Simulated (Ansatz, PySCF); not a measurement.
Molecule: C4H7, net charge 0, doublet state. It need not be the lowest isomer of its formula. 
Coordinates optimised at B3LYP-D3(BJ)/def2-TZVP (Ansatz, a quantum-chemistry and plane-wave program):
SMILES: [CH]1CCC1
```xyz
11

C      0.0032     1.0772     0.0514
C     -0.0031    -1.0443    -0.0498
C     -1.0998     0.0655    -0.0041
C      1.1001     0.0583     0.0100
H      0.0064     2.1573     0.1030
H      0.0008    -1.6362    -0.9638
H     -0.0108    -1.7205     0.8036
H     -1.7591     0.0286     0.8712
H     -1.7475     0.1125    -0.8876
H      1.7479     0.0171     0.8938
H      1.7595     0.1010    -0.8650
```
Charge 0, spin multiplicity 2.


Quantity: enthalpy of formation at 298 K (from the atomisation energy, B3LYP-D3(BJ)/def2-TZVP harmonic zero-point and thermal terms from PySCF, and the atoms' enthalpies of formation in the G2/97 table; no spin-orbit terms, and no core term in the frozen-core levels), in kcal/mol. Correlated levels leave the core frozen unless marked. UHF or UKS for open shells. Spin-orbit coupling is left out. Non-relativistic. The coupled-cluster limit lacks core correlation, which all-electron functionals hold. Basis-set limits of correlation are two-point, X^-3; Hartree-Fock from the larger set. [CCSD(T)-MP2]/basis is that difference in the basis named.

| level | program | enthalpy of formation at 298 K (kcal/mol) |
|---|---|---|
| PBE0-D3(BJ)/def2-TZVP | Ansatz + dftd3 | 39.9 |
| LC-wPBE/def2-TZVPD | Ansatz | 47.4 |
| B2GP-PLYP-D4/def2-TZVPD | Ansatz + dftd4 | 67.1 |
| MP2/cc-pVDZ | Ansatz | 115.8 |

Problem. What does RI-MP2/CBS(cc-pVTZ,cc-pVQZ)+[CCSD(T)-MP2]/cc-pVDZ (Ansatz) give?

Solution. 56.1 kcal/mol, so MP2/cc-pVDZ differs from it by 59.7 kcal/mol.
